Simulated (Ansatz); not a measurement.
**H2ClO (doublet): wave-function methods side by side at distance O1–H3 along a hydrogen transfer = 1.263 Å, cc-pVDZ**

How much of the correlation energy of H2ClO (doublet) does each wave-function method recover here?

The runs use Ansatz 0.2.0, Gaussian basis; cc-pVDZ, core rule «outside noble gas», up to 6 orbitals frozen.

The runs, in order: UHF; CCSD(T) on ROHF; CCSD(T) on UHF; BCCD(T) on ROHF; CISD; CCSDT(Q) on ROHF; CCSDT(Q) on UHF; CASSCF and MRCISD+Q, 3 electrons in 3 orbitals; CASSCF and NEVPT2, 3 electrons in 3 orbitals; CASSCF and MRCISD+Q, 15 electrons in 10 orbitals; CASSCF and NEVPT4(SD), 15 electrons in 10 orbitals; CASSCF and NEVPT2, 15 electrons in 10 orbitals.

6 further runs of the same task are left out: 4 that didn't finish, 2 set aside as unsound or not needed.

## Step 1: The geometry

The geometry derives from fragments relaxed apart (PBE0/def2-TZVP) and kept rigid, so it is no stationary point. A hydrogen atom is moved between rigid fragments.

4 atoms, charge 0, spin multiplicity 2.

Atoms are counted from 1 here; the program's logs count them from 0.

Bond lengths: O1–H2 0.960 Å, O1–H3 1.263 Å, H3–Cl4 1.401 Å. Angles: H2–O1–H3 105.1°, O1–H3–Cl4 180.0°.

## Step 2: UHF

Input file in.yaml:

```yaml
crystal:
  periodic: [false, false, false]
  atoms:
    - {symbol: O, position_ang: [-0.919423, -0.231644, 0.000000]}
    - {symbol: H, position_ang: [-1.168732, 0.694932, 0.000000]}
    - {symbol: H, position_ang: [0.343577, -0.231644, 0.000000]}
    - {symbol: Cl, position_ang: [1.744577, -0.231644, 0.000000]}
basis:
  gaussian: {orbitals: cc-pVDZ}
magnetization: {spin_polarized: true, initial_magnetization: 1}
hamiltonian: {xc: hf}
output: {orbitals: {seedname: orbitals}}
```

Run with:

```
$ ansatz run in.yaml --threads 1 --pin off --events-out ev --progress --plain --max-ram 2393MiB
```

The runs that follow: CCSD(T) on ROHF; CCSD(T) on UHF; BCCD(T) on ROHF; CISD; CCSDT(Q) on ROHF; CCSDT(Q) on UHF; CASSCF and MRCISD+Q, 3 electrons in 3 orbitals; CASSCF and NEVPT2, 3 electrons in 3 orbitals; CASSCF and MRCISD+Q, 15 electrons in 10 orbitals; CASSCF and NEVPT4(SD), 15 electrons in 10 orbitals; CASSCF and NEVPT2, 15 electrons in 10 orbitals.

Q: Predict the results of all the runs planned. Wanted: UCCSDT(Q) below the RHF energy; RMP2 from UCCSDT(Q); UMP2 from UCCSDT(Q); RCCSD from UCCSDT(Q); RCCSD(T) from UCCSDT(Q); UCCSD(T) from UCCSDT(Q); RCCSDT(Q) from UCCSDT(Q); NEVPT2 pair from UCCSDT(Q); MRCISD+Q pair from UCCSDT(Q).

**Answer**, as computed:

| quantity | value |
| --- | --- |
| UCCSDT(Q) below the RHF energy | -9.5563 eV |
| RMP2 from UCCSDT(Q) | +104.5 kJ/mol |
| UMP2 from UCCSDT(Q) | +101.9 kJ/mol |
| RCCSD from UCCSDT(Q) | +21.5 kJ/mol |
| RCCSD(T) from UCCSDT(Q) | +3.9 kJ/mol |
| UCCSD(T) from UCCSDT(Q) | +3.7 kJ/mol |
| RCCSDT(Q) from UCCSDT(Q) | +0.1 kJ/mol |
| NEVPT2 pair from UCCSDT(Q) | +105.6 kJ/mol |
| MRCISD+Q pair from UCCSDT(Q) | +26.9 kJ/mol |
| NEVPT2 valence from UCCSDT(Q) | +182.6 kJ/mol |
| levels within 1 kcal/mol (43 meV) | RCCSD(T), UCCSD(T), BCCD(T), RCCSDT, UCCSDT, RCCSDT(Q) |
| T1 diagnostic | 0.036 |
| effectively unpaired electrons | 1.01 |

What this shows: RCCSD(T) misses by +3.9 kJ/mol, 0.4 % of the correlation energy. One determinant dominates. Of the multireference levels listed MRCISD+Q valence comes nearest in total energy (+26.2 kJ/mol), which doesn't show that its space is the better one. Coupled cluster took another determinant than the lowest Hartree-Fock one. These misses are within one basis, not against nature; the frozen cores of restricted and unrestricted runs differ, which can shift their rows.
